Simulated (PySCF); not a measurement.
## Working out the ionisation energy of C

C [He] 2s2 2p2 (3P) → C+ [He] 2s2 2p1 (2P). Computed with PySCF 2.14 in aug-cc-pCVTZ-DK with one added diffuse shell each of s, p, d, f type (8s7p5d3f, 75 functions), with the spin-free X2C one-electron Hamiltonian (Gaussian nucleus). Frozen: 1s2. Energies in hartree (1 hartree = 27.21139 eV):

```json
{"part": "UHF", "C (lower)": "-37.706814", "C+ (upper)": "-37.310211"}
{"part": "CCSD correlation", "C (lower)": "-0.088840", "C+ (upper)": "-0.075674"}
{"part": "(T)", "C (lower)": "-0.002224", "C+ (upper)": "-0.001180"}
```

Q: What does Hartree-Fock give?

A: (-37.310211) − (-37.706814) = 0.396603 hartree = 10.792 eV.

Q: What do CCSD and CCSD(T) give?

A: The CCSD correlation energies differ by 0.013166 hartree = 0.358 eV and the triples by 0.001044 hartree = 0.028 eV, so CCSD gives 11.150 eV and CCSD(T) 11.178 eV.

Measured between the centres of the two terms (NIST): 11.262 eV, so CCSD(T) (valence) is off by -0.084 eV.

What remains against the reference includes basis incompleteness, the frozen core and higher excitations.
